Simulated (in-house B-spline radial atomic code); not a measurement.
Ne. Computed with a B-spline radial atomic code. Model: all-electron spherical atom, spin shells full or empty, radial basis limit, no spin-orbit coupling: exact exchange with a local potential (Slater, KLI or optimised effective potential, whose far tail is KLI's), no correlation.

Exchange potential has not reached -1/r at the last radius.

The run also made RPA and GW results, which its time includes.

The Slater potential averages the orbital exchange potentials with the orbital densities as weights, KLI adds orbital constants, and the optimised effective potential minimises the exact-exchange energy among local potentials. So their energies lie above Hartree-Fock in the order OEP, KLI, Slater. All fall off as −1/r, unlike LDA and GGA exchange.

Command:
```bash
python run_gw.py task.json out
```
Settings (nuclear radius in fm, other lengths in bohr, energies in hartree):
```
Z                      10
electrons              10
configuration          [He] 2s2 2p6
hamiltonian            x2c
method                 kli
lmax                   9
rms_radius             3.0055
spin_polarised         False
box_radius             40
intervals              110
```

Time taken, with all properties: 4.5 s on 1 thread of Arm Neoverse N1, with other jobs on the host.

Given: hamiltonian one-electron scalar X2C; mean-field start exchange-only KLI.

Computed: energy above Hartree-Fock 2.2805 millihartree.

```tsv
radius (bohr)	r times exchange potential (hartree bohr)
0.005	-0.039823
0.00601	-0.047826
0.00723	-0.057461
0.0087	-0.069023
0.0105	-0.083094
0.0126	-0.099364
0.0151	-0.11851
0.0182	-0.14187
0.0219	-0.16912
0.0263	-0.20053
0.0317	-0.23746
0.0381	-0.27875
0.0458	-0.32466
0.0551	-0.37448
0.0663	-0.42634
0.0798	-0.47748
0.096	-0.52375
0.115	?
0.139	-0.58171
0.167	-0.58284
0.201	-0.5628
0.242	-0.53497
0.291	-0.54078
0.35	-0.61965
0.42	-0.75179
0.506	-0.901
0.608	-1.0404
0.732	-1.1605
0.88	-1.2468
1.06	-1.2924
1.27	-1.2966
1.53	?
1.84	-1.2199
2.22	-1.1656
2.66	-1.1184
3.21	-1.0799
3.86	-1.0529
```

**Question.** What belongs in the row 0.115?

**Answer.** r times exchange potential (hartree bohr): -0.55964.

**Question.** What belongs in the row 1.53?

**Answer.** r times exchange potential (hartree bohr): -1.2679.

| occupied | level (hartree) | Hartree-Fock level (hartree) |
| --- | --- | --- |
| 1s | -30.837 | -32.812 |
| 2s | -1.7116 | -1.9356 |
| 2p | -0.84877 | -0.84978 |

| empty | level (hartree) |
| --- | --- |
| 3s | -0.1914 |
| 3p | -0.11415 |
| 4s | ? |
| 3d | -0.057612 |

**Question.** What belongs in the row 4s?

**Answer.** level (hartree): -0.071568.

The highest level, 2p, differs from Hartree-Fock by +0.027 eV and the deepest, 1s, by +53.7 eV: a local potential can match the highest level but can't give each shell its own exchange.
